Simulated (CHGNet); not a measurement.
**Trigonal Te**

These are the machine-learned potential CHGNet 0.3.0 (trained on PBE and PBE+U data) values and carry that method's errors.

Cell (relaxed at this level):

```xyz
3
Lattice="4.5057 0.0000 0.0000 -2.2529 3.9021 0.0000 0.0000 0.0000 6.5291" Properties=species:S:1:pos:R:3 pbc="T T T"
Te     3.9992     0.8774     4.3527
Te     1.7463     3.0247     0.0000
Te     1.0131     0.0000     2.1764
```

```
Item                        Result
-------------------  -------------
lattice parameter a        4.506 Å
lattice parameter c        6.529 Å
volume per atom      38.26 Å³/atom
```

Measured, for comparison: lattice constant a 4.456 Å, lattice parameter c 5.928 Å (293 K, no zero-point or thermal correction; as tabulated in Wikipedia's data pages). Computed (rounded) less measured: lattice constant a +1.1 %, lattice parameter c +10.1 %.

A machine-learned potential is trained on density-functional data: it inherits that level's misses and adds fitting errors of its own.

Note: negative: at this level the crystal gains energy by rearranging, so this bulk phase is not the stable one; the model gives imaginary modes for this phase (in the spectrum interpolated from a supercell); the model's c/a of 1.45 is far from the 1.33 of the starting cell; this model's volume lies 12 % above that of the starting cell (a measured, published or database cell).
